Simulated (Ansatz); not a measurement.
# HF/3-21G run of C3H6FN (SMILES [H]/N=C(/C)CF)

Aim: the vertical ionisation energy of C3H6FN at HF/3-21G, from 2 runs. 

The results are computed with Ansatz 0.2.0.

37 further runs of the same task are left out: 37 set aside as unsound or not needed. Runs told in other sessions of the task aren't counted.

## (1) The system as given

C3H6FN has 11 atoms, charge 0, and is taken as a singlet. SMILES: `[H]/N=C(/C)CF`. Geometry: relaxed at PBE0-D4/def2-TZVP. This is one conformer, not always the lowest.

Bond lengths: C1–C2 1.495 Å, C2–N3 1.263 Å, C2–C4 1.506 Å, C4–F5 1.374 Å, C1–H6 1.088 Å, C1–H7 1.094 Å, C1–H8 1.094 Å, N3–H9 1.021 Å, C4–H10 1.096 Å, C4–H11 1.096 Å. Some angles: C1–C2–N3 121.1°, C1–C2–C4 114.9°, N3–C2–C4 124.0°, C2–C4–F5 111.5°, C2–C1–H6 109.5°, C2–C1–H7 110.9°, C2–C1–H8 110.9°, C2–N3–H9 110.1°, C2–C4–H10 110.1°, C2–C4–H11 110.1°.

## (2) The energy at HF/3-21G

run.yaml reads:

```yaml
crystal:
  periodic: [false, false, false]
  atoms:
    - {symbol: C, position_ang: [-0.851800, -0.106700, 1.125200]}
    - {symbol: C, position_ang: [0.034900, 0.427900, 0.047300]}
    - {symbol: N, position_ang: [0.281100, 1.663300, -0.042300]}
    - {symbol: C, position_ang: [0.588800, -0.610700, -0.891500]}
    - {symbol: F, position_ang: [1.391000, -0.044000, -1.852300]}
    - {symbol: H, position_ang: [-1.197600, 0.713600, 1.751300]}
    - {symbol: H, position_ang: [-0.318300, -0.833200, 1.745700]}
    - {symbol: H, position_ang: [-1.717000, -0.623300, 0.698700]}
    - {symbol: H, position_ang: [0.901000, 1.841000, -0.834400]}
    - {symbol: H, position_ang: [-0.229100, -1.140600, -1.392700]}
    - {symbol: H, position_ang: [1.182500, -1.344300, -0.334400]}
basis:
  gaussian: {orbitals: 3-21G.json}
accuracy: high
output: {orbitals: {seedname: orbitals}}
hamiltonian: {xc: hf}
```

The basis set 3-21G is read from a file made from the Basis Set Exchange's data (not shown).

Command:

```bash
$ ansatz run run.yaml --threads 1 --pin off --max-ram 2610MiB --events-out events.jsonl --progress --plain --runs-dir runs
```

Output:

```text
Warning: RAYON_NUM_THREADS=1 ignored (pool sized by the plan → 1); use --threads N
Functional definition: HF
  name "HF"
  exchange = exact_x
  correlation = 0
1376 factors; integrals over basis functions are off by at most 6.7e-9 eV
mean field evaluation 1: about -7329.0591 eV, gradient 3.4e1 eV
mean field evaluation 2: about -7329.5046 eV, gradient 3.5e1 eV
mean field evaluation 4: about -7332.4416 eV, gradient 3.3e0 eV
mean field evaluation 8: about -7332.4996 eV, gradient 4.5e-1 eV
mean field evaluation 16: about -7332.5013 eV, gradient 7.0e-7 eV
mean field -7332.50130515 eV, -269.4644528162 hartree, gradient 2.0e-8 eV, S^2 0.000000; 0 other end points of the search recorded, 0 dependent functions left out
reference -7332.50130515 eV, -269.4644528162 hartree; 20, 20 occupied and 37, 37 virtual orbitals, 1376 factors
Total energy: -7332.50130515 eV, -269.4644528162 hartree
```

Run time: 0.83 s. Hardware: 1 thread of Arm Neoverse V2, shared host; peak memory 0.13 GiB.

## (3) The doublet cation at the same level

molecule.yaml reads:

```yaml
crystal:
  periodic: [false, false, false]
  atoms:
    - symbol: C
      position_ang: [-0.851800, -0.106700, 1.125200]
    - symbol: C
      position_ang: [0.034900, 0.427900, 0.047300]
    - symbol: N
      position_ang: [0.281100, 1.663300, -0.042300]
    - symbol: C
      position_ang: [0.588800, -0.610700, -0.891500]
    - symbol: F
      position_ang: [1.391000, -0.044000, -1.852300]
    - symbol: H
      position_ang: [-1.197600, 0.713600, 1.751300]
    - symbol: H
      position_ang: [-0.318300, -0.833200, 1.745700]
    - symbol: H
      position_ang: [-1.717000, -0.623300, 0.698700]
    - symbol: H
      position_ang: [0.901000, 1.841000, -0.834400]
    - symbol: H
      position_ang: [-0.229100, -1.140600, -1.392700]
    - symbol: H
      position_ang: [1.182500, -1.344300, -0.334400]
basis:
  gaussian: {orbitals: 3-21G.json}
hamiltonian: {xc: hf}
total_charge: 1
magnetization: {spin_polarized: true, initial_magnetization: 1}
accuracy: high
output: {orbitals: {seedname: orbitals}}
```

The basis set 3-21G is read from a file made from the Basis Set Exchange's data (not shown).

Command:

```bash
$ ansatz run molecule.yaml --threads 1 --pin off --max-ram 2610MiB --events-out events.jsonl --progress --plain --runs-dir runs
```

Output:

```text
Warning: RAYON_NUM_THREADS=1 ignored (pool sized by the plan → 1); use --threads N
[... 4 set-up lines as earlier in the session ...]
1375 factors; integrals over basis functions are off by at most 6.7e-9 eV
mean field evaluation 1: about -7319.7944 eV, gradient 2.7e1 eV
mean field evaluation 2: about -7319.7803 eV, gradient 2.7e1 eV
mean field evaluation 4: about -7323.4660 eV, gradient 3.8e0 eV
mean field evaluation 8: about -7323.9144 eV, gradient 5.0e-1 eV
mean field evaluation 16: about -7323.9327 eV, gradient 7.9e-8 eV
mean field -7323.93265117 eV, -269.1495605906 hartree, gradient 3.8e-8 eV, S^2 0.844367; 0 other end points of the search recorded, 0 dependent functions left out
reference -7323.93265117 eV, -269.1495605906 hartree; 20, 19 occupied and 37, 38 virtual orbitals, 1375 factors
Total energy: -7323.93265117 eV, -269.1495605906 hartree
```

Run time: 1.5 s. Hardware: 1 thread of Arm Neoverse V2, shared host; peak memory 0.16 GiB.

## (4) Summary of results

Level: HF/3-21G.

| quantity | value |
| --- | --- |
| singlet C3H6FN: total energy | -269.46445 Eh |
| singlet C3H6FN: HOMO energy | -11.14 eV |
| singlet C3H6FN: LUMO energy | 4.70 eV |
| singlet C3H6FN: HOMO–LUMO gap | 15.84 eV |
| doublet cation: total energy | -269.14956 Eh |
| doublet cation: HOMO energy (highest over α and β) | -18.99 eV |
| doublet cation: LUMO energy (lowest over α and β) | -6.15 eV |
| doublet cation: ⟨S²⟩ | 0.844 |
| vertical ionisation energy (to the doublet cation) | 8.569 eV |

Removing an electron at fixed nuclei costs 8.57 eV (198 kcal/mol). −ε(HOMO) before ionisation, 11.14 eV, is 2.57 eV above this ionisation energy.
